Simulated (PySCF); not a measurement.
**Magnetic susceptibility: `[CH3-]`, [CH$_{3}$]-, charge -1**

Geometry:
```tsv
atom	x (Å)	y (Å)	z (Å)
C1	-0.011	0.019	0.395
H2	0.955	0.318	-0.122
H3	-0.189	-0.986	-0.102
H4	-0.745	0.654	-0.194
```

Total charge -1.

Method used: PySCF, GIAO B3LYP/aug-pcSseg-1 magnetisability, rotational g tensor and spin-rotation constants, non-relativistic, gas phase. Geometry: PBE0-D3(BJ)/def2-SVP.

For an ion the centre-of-mass motion in the field is neglected. The highest occupied orbital is unbound at this level, so the values depend on the basis.

Task: How diamagnetic is it, and how anisotropic?

Result: Isotropic -463 × 10⁻³⁰ J/T², or -27.9 × 10⁻⁶ cm³/mol; principal values -473, -473, -444 × 10⁻³⁰ J/T², anisotropy 29 × 10⁻³⁰ J/T² (root of half the summed squared differences of the principal values). The susceptibility is in cgs units.

Task: Split it along the inertial axes a, b, c into diamagnetic and paramagnetic parts about the centre of mass, with the quadrupole moment.

Result: 
```tsv
axis	χ (10⁻⁶ cm³/mol)	diamagnetic (10⁻⁶ cm³/mol)	paramagnetic (10⁻⁶ cm³/mol)	summed x² of all electrons (Å²)	quadrupole Θ (D Å)
a	-28.5	-38.9	10.4	4.4	+3.05
b	-28.5	-38.9	10.4	4.4	+3.05
c	-26.7	-37.3	10.5	4.8	-6.10
```
Anisotropies 2χaa − χbb − χcc = -1.8 and 2χbb − χaa − χcc = -1.8 × 10⁻⁶ cm³/mol. Θ is traceless in Buckingham's convention.

Task: And the rotational g tensor?

Result: 
| axis | rotational constant (GHz) | g | nuclear part | electronic part |
| --- | --- | --- | --- | --- |
| a | 228.9608 | -0.1520 | 0.9682 | -1.1202 |
| b | 228.9594 | -0.1520 | 0.9682 | -1.1202 |
| c | 166.6163 | +0.1739 | 0.9995 | -0.8256 |

Oblate top; isotopes 12C, 1H; no vibrational averaging.
